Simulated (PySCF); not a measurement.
## methanol: calculation against experiment

**The experiment to reproduce.**

NIST CCCBDB Release 22 (SRD 101), experimental polarizabilities lists, for the gas: mean polarisability 3.21 Å³.

The results are set against them at the end.

Compound: methanol, CH4O.
Atom-mapped SMILES: `[CH3:1][OH:2]` (hydrogens: H3, H4, H5 on C1; H6 on O2)

Structure used (GFN2-xTB), in Å, numbered top down from 1:
```xyz
6
CH4O angstrom
C     -0.3621    0.0075    0.0144
O      0.9056   -0.4336   -0.4052
H     -0.4922   -0.1028    1.0964
H     -1.0919   -0.6192   -0.4945
H     -0.5385    1.0531   -0.2606
H      1.5822    0.0971    0.0279
```

Runs made with PySCF (gas phase, on this GFN2-xTB geometry; no spin–orbit coupling):

```csv
level,job,basis functions,wall time
PBE0/def2-SVPD,"8 singlets by full TDDFT, 3 Tamm–Dancoff triplets, polarisability",75,4.0 s
```

Hardware: x86-64 server, one thread, on a shared host.

**Comparison with experiment**

**Mean polarisability.** Measured: 3.21 Å³ (NIST CCCBDB Release 22 (SRD 101), experimental polarizabilities).

| level | computed (Å³) | computed − measured (Å³) | % (from the printed values) |
| --- | --- | --- | --- |
| PBE0/def2-SVPD | 3.06 | -0.15 | -5 |

The computed values are static and purely electronic, with core orbitals frozen in the response (1 au = 0.148185 Å³). The table of measured values doesn't say here whether a value is static or optical, or holds a vibrational part.

The geometry is computed, not the measured one. Where a level misses, the cause wasn't examined.
